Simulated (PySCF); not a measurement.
# Na₂O: one-bond stretch

These are results of PySCF, PBE0, basis O def2-TZVP, Na def2-TZVP (no relativity, density fitting), not measurements.

Rigid scan from the singlet minimum (O–Na 1.972 Å (×2); Na–O–Na 180.0°). Coordinate: the bond from O to the last atom (Na) scaled, the rest fixed. Energies in kJ/mol from the minimum.

Task: Predict the curve at 0.92, 0.96, 1.00, 1.05, 1.12, 1.20, 1.35, 1.55, 1.80, 2.20.

Result: 
```csv
scale of one bond,E (kJ/mol),dipole size (D)
0.92,16.8,0.40
0.96,3.7,0.21
1.00,0.0,0.00
1.05,4.4,0.27
1.12,20.9,0.64
1.20,47.3,1.04
1.35,102.7,1.64
1.55,170.4,–
1.80,235.3,–
2.20,300.9,–
```

At long bonds a restricted determinant can lie too high, and another spin state can fall below this curve.

Other isomers or separated fragments may lie lower.
